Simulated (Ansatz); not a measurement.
hcp Tl, treated with PBE0 in Ansatz (PAW).

Numerical settings: plane-wave cutoff 460 eV, 9×9×6 k mesh (along the axes of the cell as run), Fermi–Dirac smearing 0.05 eV, scalar-relativistic PAW data made under PBE.

Computed at the level's own relaxed cell.

Task: Give the computed lattice constant a and c axis length.

Result: 
lattice constant a: 3.514 Å
c axis length: 5.628 Å

Measured, for comparison: lattice constant a 3.457 Å, lattice parameter c 5.525 Å (293 K, not corrected to a static lattice; as tabulated in Wikipedia's data pages). Computed (rounded) less measured: lattice constant a +1.6 %, lattice parameter c +1.9 %.

Spin–orbit coupling is not included; it can shift volumes and moduli of such heavy elements.

It cost about 40 core-minutes (a rough figure) of CPU time.

Ansatz is an electronic-structure program.
